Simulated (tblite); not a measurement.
Species: C₃H₃F₂S (charge -1).
Cartesian coordinates in Å at the GFN2-xTB level; atoms count from 1:
```xyz
9
C3H3F2S angstrom
F     -1.869   -0.236    1.077
C     -1.066    0.014   -0.029
F     -1.821   -0.535   -1.058
C      0.277   -0.555    0.081
C      1.384    0.222   -0.002
S      1.447    1.892   -0.233
H     -1.040    1.101   -0.180
H      0.352   -1.623    0.230
H      2.350   -0.274    0.089
```

Calculated harmonic vibrations of the isolated species, GFN2-xTB (tblite), most abundant isotopes, no scaling. The method is semi-empirical: single wavenumbers can be off by several per cent or more. One conformer, not necessarily the lowest.

Harmonic wavenumbers (cm⁻¹): 65.9, 147.9, 217.4, 401.4, 462.6, 472.3, 604.5, 666.4, 830.1, 833.0, 871.5, 961.0, 1098.8, 1192.9, 1228.6, 1260.4, 1341.6, 1564.0, 2915.6, 2919.8, 3054.8.

A = 5914, B = 1432, C = 1421 MHz; mass 108.992 u (most abundant isotopes); point group Cs, symmetry number 1.

What is the zero-point energy?

Half the sum of the wavenumbers: 11555 cm⁻¹ = 138.23 kJ/mol.

What is S at 350 K and 1 bar for an ideal gas of classical rigid rotors and harmonic oscillators?

Translation 170.70, rotation 117.82, vibration 65.35: S = 353.9 J/(mol K).

And Cp and H(350 K) − H(0)?

Cp = 106.25 J/(mol K), of which vibrations give 72.99 (their classical limit is 21 R = 174.6); H(350 K) − H(0) = 24.08 kJ/mol without the zero-point energy, 12.44 from vibrations.

How do the functions run with temperature in this model?

```tsv
T (K)	S (J/(mol K))	Cp (J/(mol K))	H − H(0) (kJ/mol)	G − H(0) (kJ/mol)	ln q(vib)
150	284.5	62.9	7.10	-35.58	1.22
250	321.8	85.1	14.49	-65.96	2.38
298.15	337.7	95.7	18.84	-81.84	2.95
400	368.7	115.5	29.63	-117.84	4.20
600	421.1	142.9	55.69	-196.99	6.63
900	483.9	166.1	102.40	-333.15	10.04
```

q(vib) and H(0) count from the zero-point level.

What must be added to the electronic energy to get the Gibbs energy at 350 K and 1 bar?

ZPE + [H(350 K) − H(0)] − T·S = 138.23 + 24.08 − 123.85 = 38.46 kJ/mol.

Hindered rotation and anharmonicity are outside this model. Other conformers, if any are populated, would add a mixing term that is left out.
